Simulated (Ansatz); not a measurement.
## One structure, 3 elements: Ti3Br2, Zr3Br2, Hf3Br2

Plane-wave DFT in Ansatz with scalar-relativistic PAW potentials, cutoff 420 eV, Γ-centred meshes chosen by cell and gap, Gaussian smearing with energies taken to zero width. Every cell was relaxed (cell and atoms) in a run of its own, within the symmetry of its start. Functional: PBE.

All members share space group P-3m1 and the same sites; only the element on one set of sites changes (Ti, Zr, Hf). Members needn't be the stable form of their composition. Energies over the elements, where given, are against the elements' standard states in the same functional (H₂, N₂, O₂ and halogens uncorrected, Hg as a solid). The first member:

Space group P-3m1 (No. 164). a = 4.209 Å, b = 4.209 Å, c = 6.074 Å, α = 90.00°, β = 90.00°, γ = 120.00°
```tsv
atom	site	symmetry	x	y	z
Ti	1a	-3m.	0.0000	0.0000	0.0000
Ti	2d	3m.	0.3333	0.6667	0.6321
Br	2d	3m.	0.3333	0.6667	0.2006
```

Q: How do size, gap and binding change down the group?

A:
| compound | V (Å³/atom) | a (Å) | c (Å) | energy over elements (eV/atom) | largest moment (μB) |
| --- | --- | --- | --- | --- | --- |
| Ti3Br2 | 18.64 | 4.209 | 6.074 | 0.296 | 0.97 |
| Zr3Br2 | 23.20 | 4.421 | 6.854 | 0.193 | no spin |
| Hf3Br2 | 23.21 | 4.440 | 6.797 | 0.520 | no spin |

Over the series the volume grows at each step down the group; all are metallic on the mesh; none is bound against its elements in this structure, and Zr comes closest. Hf is hardly larger than Zr here (23.21 against 23.20 Å³/atom), as one expects from the lanthanide contraction and relativistic shrinking of 6s.

Spin-orbit coupling is left out, which matters for the bands of heavy elements. Magnetic cells started from one order each; another order can shift an energy by tens of meV per atom.